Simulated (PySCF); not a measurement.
## Functional dependence of a UV spectrum

Compound: C₃H₈O.
Cartesian coordinates in Å at the PBE0-D3(BJ)/def2-SVP level; atoms count from 1:
```
atom  x, y, z in Å
C1    -1.4932    0.0826    0.2654
C2    -0.1863    0.0883   -0.5100
C3     1.0163   -0.2834    0.3429
O4     2.2142   -0.3438   -0.3827
H5    -1.7103   -0.9174    0.6753
H6    -1.4626    0.7857    1.1136
H7    -2.3435    0.3693   -0.3708
H8    -0.2353   -0.6125   -1.3602
H9    -0.0163    1.0896   -0.9479
H10    1.0898    0.4157    1.2029
H11    0.8654   -1.2865    0.7757
H12    2.3773    0.5297   -0.7531
```

Linear-response calculations in the def2-SVPD basis (PySCF; singlets by full response, triplets Tamm–Dancoff, core orbitals frozen in the response; HF means time-dependent Hartree–Fock). 'Strongest' is the level of largest summed f among the singlets computed (10 roots, of which the last may lack a degenerate partner); it can jump between rows when another state enters that window. S1 is the lowest singlet of each run and needn't be the same state throughout; f(S1) is that of one state. Geometry: PBE0-D3(BJ)/def2-SVP, one conformer, isolated molecule.

```csv
functional,kind,S1 (eV),f(S1),strongest (eV),T1 (eV),HOMO (eV),gap (eV),"ionisation energy, ΔSCF (eV)"
LDA,LDA,6.23,0.005,7.60,6.05,-6.37,6.17,10.09
PBE,GGA,6.19,0.006,7.55,5.97,-6.25,6.13,9.95
B3LYP,"global hybrid, 20% exact exchange",6.75,0.007,9.25,6.48,-7.65,7.96,10.33
PBE0,"global hybrid, 25% exact exchange",7.00,0.006,9.50,6.70,-7.88,8.52,10.29
BHandHLYP,"global hybrid, 50% exact exchange",7.50,0.006,9.39,7.16,-9.47,10.61,10.44
CAM-B3LYP,range-separated hybrid,7.01,0.007,9.74,6.70,-9.38,10.66,10.50
wB97X-D,range-separated hybrid,7.30,0.008,9.11,7.05,-9.83,12.16,10.43
LC-wPBE,range-separated hybrid,7.49,0.008,10.15,7.12,-10.70,13.12,10.62
HF,Hartree–Fock,8.57,0.005,11.06,8.10,-11.92,14.64,not settled
```

S1 runs from 6.19 eV (PBE) to 8.57 eV (HF), a spread of 2.38 eV, while the orbital gap spreads over 8.5 eV. Along PBE (0%), B3LYP (20%), PBE0 (25%), BHandHLYP (50%), HF (100%) S1 rises with the share of exact exchange. −ε(HOMO) comes closest to its own ΔSCF ionisation energy with LC-wPBE (+0.08 eV) and misses most with LDA (-3.71 eV). 'Not settled' means that the ion's SCF failed to converge or may have ended in another state than the lowest.
